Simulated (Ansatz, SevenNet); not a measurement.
**How well does each level of theory give the formation enthalpy of rock-salt LiBr?**

Reference value: -1.819 ± 0.005 eV/atom (measured, 298 K, copied from a table, unchecked, not corrected to a static lattice; as tabulated in Wang et al. (2021), doi:10.1038/s41598-021-94550-5).

```csv
level (code),value (eV/atom),difference (eV/atom)
SevenNet-l3i5,-1.555,+0.264
LDA (Ansatz),-1.597,+0.222
PBE (Ansatz),-1.546,+0.273
rVV10 (Ansatz),-1.597,+0.222
HSE06 (Ansatz),-1.674,+0.145
```

Leaving aside SevenNet-l3i5 (doubt noted below): Closest of the ranked levels: HSE06 (+0.145 eV/atom). Among them PBE (+0.273 eV/atom) misses by most. Every level misses the reference by more than 0.05 eV/atom. Even the nearest is off by 0.145 eV/atom. All 4 levels lie above the reference.

The measured value isn't corrected to a static lattice, so vibrations enter the comparison.  SevenNet-l3i5, LDA, PBE, rVV10, HSE06: an element's reference phase differs from the standard state of thermochemical tables. HSE06: exact exchange on metals is sensitive to the k mesh and can open a false gap. Each level is taken at its own relaxed cell. Ansatz's density-functional and Hartree–Fock values are scalar-relativistic unless marked +SOC, with PAW data made under PBE.

Machine-learned potentials (SevenNet-l3i5) are trained on DFT data: a solid inside that data is no test of them.

Differences are worked out from the printed values.

Ansatz is a first-principles code.
